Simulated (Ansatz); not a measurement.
I need a ladder of methods at one geometry of CH3N, SMILES C[N]. Use Ansatz's Python interface. Settings (for the species named): HSE06, cc-pVDZ basis, multiplicity 3. The script varies functional: hse06, cam_b3lyp, revpbe, pbe0, blyp, lda.

```xyz
5

C    -0.0676    0.0081    0.0057
N     1.3680   -0.1647   -0.1153
H    -0.3703   -0.1417    1.0624
H    -0.3452    1.0327   -0.3168
H    -0.5848   -0.7345   -0.6360
```

The script, `ch3n_methods.py`:
```python
"""One geometry of CH3N, method by method."""

from dataclasses import dataclass
from pathlib import Path

import ansatz as az
import numpy as np


@dataclass
class Settings:
    basis_set: str = "cc-pVDZ"


opts = Settings()

GEOMETRY = """
C    -0.06760    0.00810    0.00570
N     1.36800   -0.16470   -0.11530
H    -0.37030   -0.14170    1.06240
H    -0.34520    1.03270   -0.31680
H    -0.58480   -0.73450   -0.63600
"""


def main() -> None:
    molecule = az.Crystal.molecule()
    for line in GEOMETRY.strip().splitlines():
        symbol, *xyz = line.split()
        molecule = molecule.atom(symbol, [float(v) for v in xyz])

    calc = molecule.calculation().basis(gaussian=opts.basis_set).spin("collinear", total=2)

    print("functional    E (Ha)        dipole (D)   HOMO (eV)  LUMO (eV)")
    for name in ["hse06", "cam_b3lyp", "revpbe", "pbe0", "blyp", "lda"]:
        summary = calc.functional(name).forces().orbitals().run(threads=1, pin="off", runs_dir="runs").report
        lines = Path(summary["orbitals_path"]).read_text().splitlines()
        field_of = lambda key: [line.split("=")[1].strip() for line in lines if line.startswith(key)]
        orbitals = [(27.211386 * float(e), s, float(n)) for e, s, n in zip(field_of("Ene="), field_of("Spin="), field_of("Occup="))]
        homo = max(e for e, _, n in orbitals if n > 0.5)
        lumo = min(e for e, _, n in orbitals if n < 0.5)
        dipole = 4.803205 * np.linalg.norm(summary["charge_distribution"]["dipole_moment_e_ang"])
        print(f"{name:10s} {summary['free_energy_ev'] / 27.211386246:14.6f} {dipole:9.3f} {homo:11.3f} {lumo:10.3f}")


if __name__ == "__main__":
    main()
```

```console
$ python ch3n_methods.py
functional    E (Ha)        dipole (D)   HOMO (eV)  LUMO (eV)
hse06          -94.435171     1.993      -7.460     -1.682
cam_b3lyp      -94.500585     1.993      -9.257     -0.104
revpbe         -94.526024     1.955      -5.980     -2.747
pbe0           -94.440453     1.993      -7.873     -1.277
blyp           -94.508642     1.958      -5.778     -2.863
lda            -93.692767     2.112      -5.913     -3.248
```

Reading the output:
- Total energies depend on the basis set; only differences at equal settings carry meaning.
- The geometry is a force-field or estimated start, not a minimum of this method, and the basis set is short of its limit. A lower total doesn't mark the better method: functionals have no common bound, and MP2 and coupled cluster aren't variational.
- The species is open-shell (spin multiplicity 3).
- Levels such as HOMO and LUMO are orbital energies: with these approximate functionals they aren't the ionisation energy and electron affinity, and their gap isn't the fundamental gap.
- hse06 follows the composition of plane-wave codes, whose totals differ by tens of mHa, up to about 0.1 Ha, from the form usual in Gaussian-basis programs (wpbeh).
- It ran for 6 s on 1 thread of Arm Neoverse V1, with other jobs on the host, peak memory 0.17 GiB.

(Lines on the test bed's own set-up are left out of the output.)
